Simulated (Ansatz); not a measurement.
# Hydrogen abstraction

Start structure (HClF, doublet), relaxed at PBE0-D4/def2-TZVP:

H1  (-0.279, -0.296, 0.231)
F2  (-0.845, -0.873, 0.682)
Cl3  (1.124, 1.170, -0.914)
(Å)

The step: Cl + HF → HCl + F; bonds formed: H1–Cl3; bonds broken: H1–F2. Computed with Ansatz 0.2.0 (basis: def2-TZVPP and def2-QZVPP); correlated methods freeze the cores; orbitals are unrestricted. Extrapolation: Hartree–Fock as exp(−7.88 √X), correlation as X^−2.97. Energies below are by CCSD(T) at an estimated basis limit (MP2 extrapolated from triple and quadruple zeta, plus CCSD(T) − MP2 in triple zeta).

Question: What are the electronic barrier and the energy of the step, from the start structure to the end structure? (An estimate is asked for; the value comes from the calculation.)

Answer: By the calculation: Barrier 164.4 kJ/mol; step energy 148.6 kJ/mol (uphill); reverse barrier, their difference, 15.8 kJ/mol. Barrier and step energy count from the start structure, the reverse barrier from the end structure.

The saddle point: One imaginary mode of 672i cm⁻¹.
```tsv
pair	start (Å)	saddle (Å)	end (Å)
H1–Cl3	2.33	1.32	1.28
H1–F2	0.93	1.54	2.41
```

Zero-point energy (harmonic, PBE0-D4): ZPE is 27.7 kJ/mol at the start and 16.6 kJ/mol at the saddle, so the barrier goes from 164.4 to 153.4 kJ/mol.

The T1 diagnostic stays at or below 0.038. ⟨S²⟩ of the unrestricted Hartree–Fock references: 0.76 (a pure state has 0.75).

For scale, one of the runs: CCSD(T)/def2-TZVPP, 87 basis functions, launched by `ansatz run in.yaml --threads 2 --pin off --events-out ev --progress --plain --max-ram 4352MiB`. Hardware: 2 CPU threads, shared host. Wall time about 6.5 s.
